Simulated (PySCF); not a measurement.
Ligands exchanged one at a time, B Cl-OH. All species are isolated molecules in the gas phase. One relaxed conformer stands for each flexible species; it need not be the lowest. Strings in code marks are SMILES.

The four lowest singlet excitations (Tamm–Dancoff). Calculation: PySCF 2.14.0 with PBE-D3(BJ)/def2-TZVP // PBE0-D3(BJ)/def2-TZVP. Excitations are Tamm–Dancoff values on a coarser integration grid. The basis has no diffuse functions, so Rydberg states are missing or too high.

| state | energy (eV) | wavelength (nm) | oscillator strength |
|---|---|---|---|
| S1 | 6.76 | 184 | 0.001 |
| S2 | 7.05 | 176 | 0.000 |
| S3 | 7.58 | 164 | 0.023 |
| S4 | 8.03 | 154 | 0.040 |

Problem. Which member gives these states?
A) `ClB(Cl)Cl`
B) `OB(Cl)Cl` (H–O–B–Cl torsion 180°)
C) `OB(O)O`
D) `OB(O)Cl` (H–O–B–Cl torsion 180°, Cl–B–O–H torsion 0°)

Solution. C, `OB(O)O`
